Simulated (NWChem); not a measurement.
Species: diphosphorus (P2); SMILES P#P

Computed with NWChem. Pople sets run with spherical d functions. The geometry was optimised at PBE0/def2-SVP. Level PBE/6-31G*: single points from the atomic guess with DIIS by default; each run changes one setting, and all converged runs end within 0.3 mHa of each other.

Which setting needs the most SCF iterations, or fails (no DIIS, 40 % damping; no level shifting; DIIS on 20 Fock matrices; defaults)?

no DIIS, 40 % damping, with 12 against 6 for the defaults.
```tsv
setting	SCF iterations
defaults	6
no DIIS, 40 % damping	12
no level shifting	6
DIIS on 20 Fock matrices	6
```
